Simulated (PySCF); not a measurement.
**Reading a saddle point**

A first-order saddle point of CH₅ClSi, closed shell, PBE0-D4/def2-TZVP, with one imaginary mode of 1271i cm⁻¹:

| atom | x (Å) | y (Å) | z (Å) |
| --- | --- | --- | --- |
| Si1 | -0.7370 | 1.1352 | -0.1095 |
| C2 | 0.3982 | -0.7613 | -0.2070 |
| H3 | 0.0599 | 0.4244 | -1.1683 |
| H4 | -1.7981 | 0.3351 | 0.5447 |
| Cl5 | 0.4105 | 2.0231 | 1.3701 |
| H6 | 1.3498 | -0.7800 | -0.7386 |
| H7 | -0.2652 | -1.5498 | -0.5559 |
| H8 | 0.5818 | -0.8266 | 0.8646 |

Computed with PySCF 2.14 with density fitting (its default auxiliary sets; JK sets also for MP2 and CCSD(T)) (basis: def2-TZVPP and def2-QZVPP); correlated methods freeze the cores. Extrapolation: Hartree–Fock as exp(−7.88 √X), correlation as X^−2.97.

Q: Which contacts change along the imaginary mode, and what lies on either side? (A judgement: the text doesn't fix the answer.)

A: Computed: The step is CH₅ClSi ([CH3][SiH2][Cl]) → SiHCl ([SiH][Cl]) + CH₄, with the molecules in contact on both sides. Shortening one way: C2–H3; lengthening the same way: Si1–C2, Si1–H3.
| pair | one side (Å) | saddle (Å) | other side (Å) |
| --- | --- | --- | --- |
| C2–H3 | 2.77 | 1.56 | 1.10 |
| Si1–C2 | 1.86 | 2.21 | 3.13 |
| Si1–H3 | 1.48 | 1.50 | 2.44 |

Q: Which side is lower, and how far does the saddle lie above each? (An estimate is asked for; the value comes from the calculation.)

A: The calculation gives: The side with Si1–C2, Si1–H3 short is lower by 1.973 eV; the saddle lies 3.321 eV above it and 1.348 eV above the other (CCSD(T) at an estimated basis limit (MP2 extrapolated from triple and quadruple zeta, plus CCSD(T) − MP2 in triple zeta); electronic energies).

The T1 diagnostic stays at or below 0.013. The restricted Hartree–Fock reference is unstable towards an unrestricted one at one or more of these structures.

Losses and insertions of silylenes and their heavier kin drive the gas-phase chemistry of silicon and germanium vapour deposition.

Labels in which every atom is bracketed show which atoms are joined, not bond orders.

For scale, one of the runs: CCSD(T)/def2-TZVPP, 185 basis functions, launched by `OMP_NUM_THREADS=4 python run.py`. Hardware: 4 CPU threads of an Arm Neoverse V1, shared host. Wall time 3.5 min; peak host memory 1.7 GiB.
